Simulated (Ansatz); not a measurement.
# NH₃ with H₂S: superposition error and deformation, part 3 of 3

Ansatz 0.2.0, Gaussian basis.

## (25) B97M-V/def2-TZVPPD

The inputs:

free-a/in.yaml

```yaml
crystal:
  periodic: [false, false, false]
  atoms:
    - {symbol: N, position_ang: [-0.073557, 0.066218, -1.156273]}
    - {symbol: H, position_ang: [0.443632, 0.848150, -1.538804]}
    - {symbol: H, position_ang: [0.362755, -0.778324, -1.504965]}
    - {symbol: H, position_ang: [-1.005423, 0.104389, -1.550468]}
basis:
  gaussian: {orbitals: "def2-TZVPPD.json"}
hamiltonian: {xc: {name: B97M-V}}
```

free-b/in.yaml

```yaml
crystal:
  periodic: [false, false, false]
  atoms:
    - {symbol: S, position_ang: [-0.244715, 0.278898, 2.293846]}
    - {symbol: H, position_ang: [0.668705, -0.682395, 2.495895]}
    - {symbol: H, position_ang: [-0.151297, 0.163066, 0.960767]}
basis:
  gaussian: {orbitals: "def2-TZVPPD.json"}
hamiltonian: {xc: {name: B97M-V}}
```

The same command starts each run, in its folder.

Started as:

```
$ ansatz run in.yaml --threads 2 --pin off --events-out ev --progress --plain --max-ram 5222MiB
```

free-a printed, cut to the lines that bear on the results:

```text
Functional definition: B97M-V
  name "B97M-V"
  cite "Mardirossian & Head-Gordon, J. Chem. Phys. 142, 074111 (2015) doi:10.1063/1.4907719"
  cite "Becke, J. Chem. Phys. 107, 8554 (1997) doi:10.1063/1.475007"
  cite "Vydrov & Van Voorhis, J. Chem. Phys. 133, 244103 (2010) doi:10.1063/1.3521275"
  # Of w^i u^j: cxij and so on, Table III.
[...]
  gx(w, u) = cx00 + cx01*u + cx02*u^2 + (cx10 + cx11*u)*w
[...]
  gos(w, u) = cos00 + cos01*u + cos03*u^3 + cos10*w + cos32*w^3*u^2
[...]
      + integral(e_c_pw_mod_opposite_spin*gos(b97_w_opposite, b97_u_opposite)) + vv10(b, c)
356 factors; their error is unknown
[...]
mean field -1539.43516256 eV, -56.5731987575 hartree, gradient 5.4e-5 eV, S^2 0.000000; 0 other end points of the search recorded, 0 dependent functions left out
reference -1539.43520236 eV, -56.5732002201 hartree; 5, 5 occupied and 83, 83 virtual orbitals, 356 factors
Total energy: -1539.43520236 eV, -56.5732002201 hartree
```

Log of free-b, cut to the lines that bear on the results:

```text
[... 5 set-up lines as earlier in the session ...]
  # Of w^i u^j: cxij and so on, Table III.
[...]
  gx(w, u) = cx00 + cx01*u + cx02*u^2 + (cx10 + cx11*u)*w
[...]
  gos(w, u) = cos00 + cos01*u + cos03*u^3 + cos10*w + cos32*w^3*u^2
[...]
      + integral(e_c_pw_mod_opposite_spin*gos(b97_w_opposite, b97_u_opposite)) + vv10(b, c)
436 factors; their error is unknown
[...]
mean field -10865.58997710 eV, -399.3030666969 hartree, gradient 3.1e-5 eV, S^2 0.000000; 0 other end points of the search recorded, 0 dependent functions left out
reference -10865.59004830 eV, -399.3030693135 hartree; 9, 9 occupied and 76, 76 virtual orbitals, 436 factors
Total energy: -10865.59004830 eV, -399.3030693135 hartree
```

Wall times: 0.95 s (free-a), 1.1 s (free-b) on 2 threads of Arm Neoverse V2, shared host.

## (26) HSE06-D4/def2-TZVPPD

The same edit goes into each in.yaml of step 25 (free-a, free-b):

```diff
-hamiltonian: {xc: {name: B97M-V}}
+hamiltonian: {xc: hse06, dispersion: d4}
```

The same command starts each run, in its folder.

Started as:

```
$ ansatz run in.yaml --threads 2 --pin off --events-out ev --progress --plain --max-ram 5222MiB
```

Output in free-a, cut to the lines that bear on the results:

```text
[... 6 set-up lines as earlier in the session ...]
[...]
  # The whole range is PBE's own exchange, as in plane waves. The composition of these papers is wPBEh.
[...]
356 factors; their error is unknown
44 factors; integrals over basis functions are off by at most 2.8e-6 eV
[...]
mean field -1537.82550007 eV, -56.5140447518 hartree, gradient 2.5e-5 eV, S^2 0.000000; 0 other end points of the search recorded, 0 dependent functions left out
reference -1537.82552652 eV, -56.5140457239 hartree; 5, 5 occupied and 83, 83 virtual orbitals, 356 factors
Total energy: -1537.83372782 eV, -56.5143471161 hartree
```

Output in free-b, cut to the lines that bear on the results:

```text
[... 6 set-up lines as earlier in the session ...]
[...]
474 factors; their error is unknown
41 factors; integrals over basis functions are off by at most 9.6e-5 eV
[...]
mean field -10864.30226407 eV, -399.2557441160 hartree, gradient 7.2e-6 eV, S^2 0.000000; 0 other end points of the search recorded, 0 dependent functions left out
reference -10864.30231045 eV, -399.2557458206 hartree; 9, 9 occupied and 76, 76 virtual orbitals, 474 factors
Total energy: -10864.31343225 eV, -399.2561545390 hartree
```

Times: 0.35 s (free-a), 0.4 s (free-b) on 2 threads of Arm Neoverse V2, shared host.

## (27) CCSD(T)/def2-TZVPPD

Each input of step 26 (free-a, free-b) changes in the same lines:

```diff
-hamiltonian: {xc: hse06, dispersion: d4}
+correlation: {method: ccsd_t}
```

The same command starts each run, in its folder.

Started as:

```
$ ansatz run in.yaml --threads 2 --pin off --events-out ev --progress --plain --max-ram 5222MiB
```

Log of free-a, cut to the lines that bear on the results:

```text
[... 4 set-up lines as earlier in the session ...]
[...]
500 factors; integrals over basis functions are off by at most 6.9e-4 eV
[...]
mean field -1529.87719477 eV, -56.2219499198 hartree, gradient 4.9e-7 eV, S^2 0.000000; 0 other end points of the search recorded, 0 dependent functions left out
1 core orbitals not correlated: weight in the atoms' cores, before any rotation towards them, 1.000 or more for the frozen orbitals, at most 0.000 for the correlated occupied ones
reference -1529.87719477 eV, -56.2219499198 hartree; 4, 4 occupied and 83, 83 virtual orbitals, 500 factors
second order -6.43512848 eV of doubles, -0.00000000 eV of singles
cycle   1  -6.61116096 eV  change   -1.8e-1 eV  update   4.2e-2
[...]
cycle   9  -6.76742810 eV  change    3.1e-6 eV  update   5.7e-6
perturbative correction -0.21606920 eV, -0.0079403967 hartree
Total energy: -1536.86069207 eV, -56.4785887119 hartree
```

Log of free-b, cut to the lines that bear on the results:

```text
[... 4 set-up lines as earlier in the session ...]
[...]
471 factors; integrals over basis functions are off by at most 7.7e-4 eV
[...]
mean field -10849.41077801 eV, -398.7084920971 hartree, gradient 4.3e-6 eV, S^2 0.000000; 0 other end points of the search recorded, 0 dependent functions left out
5 core orbitals not correlated: weight in the atoms' cores, before any rotation towards them, 1.000 or more for the frozen orbitals, at most 0.000 for the correlated occupied ones
reference -10849.41077801 eV, -398.7084920971 hartree; 4, 4 occupied and 76, 76 virtual orbitals, 471 factors
second order -5.23512431 eV of doubles, -0.00000000 eV of singles
cycle   1  -5.71315494 eV  change   -4.8e-1 eV  update   4.9e-2
[...]
cycle   8  -5.89245941 eV  change    3.8e-6 eV  update   7.4e-6
perturbative correction -0.22659444 eV, -0.0083271921 hartree
Total energy: -10855.52983186 eV, -398.9333631783 hartree
```

Times: 0.6 s (free-a), 0.45 s (free-b) on 2 threads of Arm Neoverse V2, shared host.

## (28) The split

| method | interaction with counterpoise (meV) | without | superposition error | deformation | binding energy |
| --- | --- | --- | --- | --- | --- |
| PBE-D4 | -204 | -211 | 7 | 1 | -204 |
| revPBE-D4 | -174 | -182 | 7 | 1 | -174 |
| BLYP-D4 | -165 | -173 | 8 | 0 | -165 |
| r2SCAN-D4 | -173 | -179 | 6 | 6 | -168 |
| B97M-V | -162 | -167 | 5 | 8 | -153 |
| PBE0-D4 | -189 | -194 | 6 | 5 | -183 |
| B3LYP-D4 | -166 | -172 | 6 | 4 | -161 |
| HSE06-D4 | -189 | -194 | 5 | 5 | -184 |
| wB97X-V | -150 | -155 | 5 | 6 | -144 |
| wB97M-V | -144 | -150 | 7 | 7 | -137 |
| B2PLYP | -130 | -140 | 11 | 7 | -123 |
| Hartree-Fock | -36 | -40 | 4 | 10 | -26 |
| MP2 | -145 | -166 | 22 | 10 | -135 |
| CCSD | -111 | -130 | 19 | 8 | -103 |
| CCSD(T) | -129 | -150 | 21 | 7 | -122 |

## (29) Summary of results

What follows sums up all 3 parts.

| quantity | value |
| --- | --- |
| interaction, CCSD(T) | -129 meV |
| superposition error | 21 meV |
| deformation | 7 meV |
| binding energy | -122 meV |

In this basis the superposition error is 21 meV for CCSD(T) and 6 meV on average for the plain functionals: correlated methods borrow far more, since they need many more functions to converge. Deformation takes back 5 % of the interaction.
